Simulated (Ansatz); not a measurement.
System: bcc Rb. Method: PBE0 (PAW; Ansatz, a first-principles code).

Settings: plane-wave cutoff 460 eV, 8×8×8 k mesh, Fermi–Dirac smearing 0.05 eV, scalar-relativistic PAW data made under PBE.

Computed at the level's own relaxed cell.

Q: What does this level give for the equilibrium volume per atom, bulk modulus B0, lattice parameter a and pressure derivative B′ of the bulk modulus?

A: 
* **equilibrium volume per atom**: 94.28 Å³/atom
* **bulk modulus B0**: 2.70 GPa
* **lattice parameter a**: 5.734 Å
* **pressure derivative B′ of the bulk modulus**: 3.8

Measured, for comparison: equilibrium volume per atom 86.68 Å³/atom, lattice constant a 5.576 Å (low-temperature or extrapolated to 0 K; zero-point anharmonic expansion removed; as tabulated in Csonka et al. (2009), arXiv:0903.4037); bulk modulus 2.92 GPa (corrected for temperature and zero-point phonon effects, our sources range from 2.92 to 3.60; as tabulated in Levämäki et al. (2014), arXiv:1402.3671). Computed (rounded) less measured: equilibrium volume per atom +8.8 %, bulk modulus not scored (sources differ), lattice constant a +2.8 %.

Computed values are for the static lattice.
